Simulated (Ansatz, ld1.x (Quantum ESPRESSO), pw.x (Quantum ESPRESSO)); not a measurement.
**What a changed setting does to a pw.x run (bcc S)**

Potential: norm-conserving Troullier–Martins (Kleinman–Bylander form), ld1.x (Quantum ESPRESSO) 7.5, PBEsol; core [Ne], reference 3s2 3p2.5; waves: 3p (bound): rc 1.84 bohr; 3d channel at 0.05 Ry: rc 1.78 bohr; 3s (bound): rc 1.36 bohr; local part: the s channel; core correction: a·sin(br)/r model core inside 1.05 bohr.

The reference run (k-mesh 15³, cutoffs 75/300 Ry, Fermi–Dirac 0.01 Ry, mixing_beta 0.4, conv_thr 1e-9, no spin) gives 0.50 GPa at 14.840 Å³/atom, where all-electron LAPW gives 0.59 GPa. This run, with its own iteration cap, changes mixing_mode to TF.

```
&control
  calculation='scf', prefix='x', pseudo_dir='./', outdir='./tmp', tstress=.true., disk_io='none'
/
&system
  ibrav=0, nat=1, ntyp=1, ecutwfc=75, ecutrho=300, nbnd=10,
  occupations='smearing', smearing='fd', degauss=0.01
/
&electrons
  conv_thr=1e-09, mixing_beta=0.4, electron_maxstep=60, mixing_mode='TF'
/
ATOMIC_SPECIES
S 1.0 S.UPF
CELL_PARAMETERS angstrom
  -1.54807253 1.54807253 1.54807253
  1.54807253 -1.54807253 1.54807253
  1.54807253 1.54807253 -1.54807253
ATOMIC_POSITIONS crystal
S 0.0000 0.0000 0.0000
K_POINTS automatic
15 15 15 0 0 0
```

```bash
pw.x < S.scf.in > S.scf.out
```

Q: How does the run end?

A: It converges in 11 iterations; the free energy moves by +0.0 meV/atom and the pressure by +0.00 GPa. The result is that of the reference run.

```
Message from routine setup:
     using ibrav=0 with symmetry is DISCOURAGED, use correct ibrav instead
     lattice parameter (alat)  =       5.0670  a.u.
     unit-cell volume          =     100.1453 (a.u.)^3
     number of electrons       =         6.00
     number of Kohn-Sham states=           10
     kinetic-energy cutoff     =      75.0000  Ry
     charge density cutoff     =     300.0000  Ry
     scf convergence threshold =      1.0E-09
     Exchange-correlation= PBESOL
     number of k points=   120  Fermi-Dirac smearing, width (Ry)=  0.0100
     iteration #  1     ecut=    75.00 Ry     beta= 0.40
     total energy              =     -21.43741320 Ry
     estimated scf accuracy    <       0.18650729 Ry
     iteration #  2     ecut=    75.00 Ry     beta= 0.40
     total energy              =     -21.39209303 Ry
     estimated scf accuracy    <       0.08509048 Ry
     iteration #  3     ecut=    75.00 Ry     beta= 0.40
     total energy              =     -21.40358074 Ry
     estimated scf accuracy    <       0.00032196 Ry
     [... 5 iterations left out ...]
     iteration #  9     ecut=    75.00 Ry     beta= 0.40
     total energy              =     -21.40378238 Ry
     estimated scf accuracy    <          2.5E-09 Ry
     iteration # 10     ecut=    75.00 Ry     beta= 0.40
     total energy              =     -21.40378238 Ry
     estimated scf accuracy    <          1.2E-09 Ry
     iteration # 11     ecut=    75.00 Ry     beta= 0.40
     the Fermi energy is    10.1895 ev
!    total energy              =     -21.40378238 Ry
     estimated scf accuracy    <          1.2E-12 Ry
     smearing contrib. (-TS)   =      -0.00344412 Ry
     The total energy is F=E-TS. E is the sum of the following terms:
     one-electron contribution =       5.81345198 Ry
     hartree contribution      =       0.84369182 Ry
     xc contribution           =      -5.66551485 Ry
     ewald contribution        =     -22.39196720 Ry
     convergence has been achieved in  11 iterations
          total   stress  (Ry/bohr**3)                   (kbar)     P=        5.04
     Message from routine punch:
     Nothing written, as per user request (disk_io='none')
```

The run took about 20 s on one core of a shared host (Neoverse-V1, 32 threads, 247 GiB, load 18).
